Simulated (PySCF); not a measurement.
Reaction (SMILES): NCC → [NH-]CC + H+
B3LYP-D3(BJ)/def2-TZVP geometries, fixed; electronic energies without zero-point terms.
Largest species:
```xyz
10

C      1.2101    -0.3675    -0.0020
C      0.0059     0.5734    -0.0002
N     -1.3057    -0.0740     0.0024
H      2.1508     0.1897    -0.0039
H      1.2028    -1.0109     0.8816
H      1.1996    -1.0116    -0.8851
H      0.0502     1.2284    -0.8744
H      0.0533     1.2290     0.8732
H     -1.4054    -0.6706     0.8165
H     -1.4083    -0.6712    -0.8110
```

Effect of the atomic grid (radial, angular points) at M06-2X/aug-cc-pVTZ with PySCF, against the last row, where the deprotonation energy is 407.15 kcal/mol. Species with rotatable bonds are taken in one conformer. The proton leaves the site shown, which need not be the most acidic. Cost is core time over that of atom_grid: 30, 110, unpruned, rough, on shared machines of one kind.

```csv
setting,"grid points, largest species",largest shift of a total energy (mEh),shift of the deprotonation energy (kcal/mol),cost
"atom_grid: 30, 110, unpruned",33000,-2.527,-0.131,1×
"atom_grid: 50, 194, unpruned",97000,-0.366,0.045,2×
"atom_grid: 75, 302, unpruned",226504,-0.029,0.018,4×
"atom_grid: 99, 590, unpruned",584104,-0.002,0.001,9×
"atom_grid: 150, 974, unpruned",1461000,0.000,0.000,30×
```

Within 0.05 kcal/mol in the deprotonation energy: atom_grid: 50, 194, unpruned; atom_grid: 75, 302, unpruned; atom_grid: 99, 590, unpruned. The largest shift is 2.527 mEh in a total energy and 0.131 kcal/mol in the difference.
